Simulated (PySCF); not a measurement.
**Highest orbital energy against ionisation energy along group 13**

Calculated with PySCF 2.14, no spin-orbit coupling. Each cell gives −ε(HOMO) / ΔSCF in eV; NIST values include spin-orbit coupling, (s) semi-empirical, (t) theoretical.

```csv
species,UHF,LDA,PBE,PBE0,r2SCAN,NIST (lowest levels)
"B (x2c-TZVPPall, spin-free X2C)",8.667 / 8.038,4.094 / 8.636,4.149 / 8.667,5.362 / 8.643,4.571 / 8.763,8.298
"Al (x2c-TZVPPall, spin-free X2C)",5.917 / 5.588,2.956 / 6.013,3.038 / 6.057,3.873 / 6.077,3.324 / 6.157,5.986
"Ga (x2c-TZVPPall, spin-free X2C)",5.794 / 5.516,2.838 / 6.018,2.840 / 5.938,3.706 / 5.961,3.136 / 6.092,5.999
"In (x2c-TZVPPall, spin-free X2C)",5.457 / 5.205,2.810 / 5.710,2.768 / 5.582,3.562 / 5.614,3.028 / 5.704,5.786
"Tl (x2c-TZVPPall, spin-free X2C)",5.215 / 5.002,2.727 / 5.573,2.647 / 5.417,3.406 / 5.435,2.887 / 5.497,6.108
```

Q: How far is −ε(HOMO) from ΔSCF on average for each method, and why?

A: UHF 0.34 eV; LDA -3.30 eV; PBE -3.24 eV; PBE0 -2.36 eV; r2SCAN -3.05 eV. Hartree-Fock orbital energies lack relaxation and so exceed the ΔSCF value; semilocal functionals have convex E(N) from self-interaction, so their HOMO lies far too high; exact exchange moves hybrids part of the way back.
